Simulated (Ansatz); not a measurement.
# CH5N (triplet): from Hartree-Fock to the top rungs at distance N1–H4 along a hydrogen transfer = 1.135 Å, cc-pVDZ

The task here is to estimate one member of a computed series from the others.

Computed with Ansatz 0.2.0, Gaussian basis. Level: cc-pVDZ, core rule «outside noble gas», up to 2 orbitals frozen.

To be run: UHF; CCSD(T) on ROHF; CCSD(T) on UHF; BCCD(T) on ROHF; CISD; CCSDT(Q) on ROHF; CCSDT(Q) on UHF; CASSCF and MRCISD+Q, 4 electrons in 4 orbitals; CASSCF and NEVPT2, 4 electrons in 4 orbitals.

## The system

The geometry derives from fragments relaxed apart (PBE0/def2-TZVP) and kept rigid, so it is no stationary point. A hydrogen atom is moved between rigid fragments.

7 atoms, charge 0, spin multiplicity 3.

Atoms are counted from 1 here; the program's logs count them from 0.

Bond lengths: N1–H2 1.012 Å, N1–H3 1.012 Å, N1–H4 1.135 Å, H4–C5 1.254 Å, C5–H6 1.079 Å, C5–H7 1.079 Å. Angles: H2–N1–H3 107.1°, H2–N1–H4 107.1°, H3–N1–H4 107.1°, N1–H4–C5 180.0°, H4–C5–H6 112.6°, H4–C5–H7 112.6°, H6–C5–H7 134.8°.

Set-up of the first run:

in.yaml reads:

```yaml
crystal:
  periodic: [false, false, false]
  atoms:
    - {symbol: N, position_ang: [-1.123407, -0.018354, -0.028568]}
    - {symbol: H, position_ang: [-1.420686, 0.949480, -0.028568]}
    - {symbol: H, position_ang: [-1.420686, -0.420653, 0.851691]}
    - {symbol: H, position_ang: [0.011593, -0.018354, -0.028568]}
    - {symbol: C, position_ang: [1.265593, -0.018354, -0.028568]}
    - {symbol: H, position_ang: [1.680062, -0.018354, 0.967593]}
    - {symbol: H, position_ang: [1.680061, -0.018354, -1.024729]}
basis:
  gaussian: {orbitals: cc-pVDZ}
magnetization: {spin_polarized: true, initial_magnetization: 2}
hamiltonian: {xc: hf}
output: {orbitals: {seedname: orbitals}}
```

Run with:

```bash
> ansatz run in.yaml --threads 1 --pin off --events-out ev --progress --plain --max-ram 2816MiB --backend cpu
```

Steps of the session up to this table: UHF; CCSD(T) on ROHF; CCSD(T) on UHF; BCCD(T) on ROHF; CISD; CCSDT(Q) on ROHF; CCSDT(Q) on UHF; CASSCF and MRCISD+Q, 4 electrons in 4 orbitals; CASSCF and NEVPT2, 4 electrons in 4 orbitals.

One table of the session follows, with a row left open; its other results are not shown here.

| method | from UCCSDT(Q) (kcal/mol) |
| --- | --- |
| ROHF | +223.08 |
| UHF | +214.10 |
| RMP2 | +26.69 |
| UMP2 | +28.74 |
| CISD | +24.21 |
| RCCSD | +5.86 |
| UCCSD | +5.61 |
| RCCSD(T) | +0.85 |
| UCCSD(T) | +0.86 |
| BCCD(T) | +0.86 |
| RCCSDT | +0.38 |
| UCCSDT | +0.34 |
| RCCSDT(Q) | +0.02 |
| UCCSDT(Q) | 0 |
| CASSCF pair | +207.30 |
| NEVPT2 pair | ? |
| MRCISD pair | +21.74 |
| MRCISD+Q pair | +3.11 |

Q: Estimate the row for NEVPT2 pair from the others.

The run gave: from UCCSDT(Q) (kcal/mol): +28.67. In the column «from UCCSDT(Q) (kcal/mol)» it lies between RMP2 (+26.69) and UMP2 (+28.74).

To keep in mind: Restricted and unrestricted rows rest on different reference determinants; where their highest levels disagree by more than a few hundredths of an eV, they describe different states and don't form one ladder.
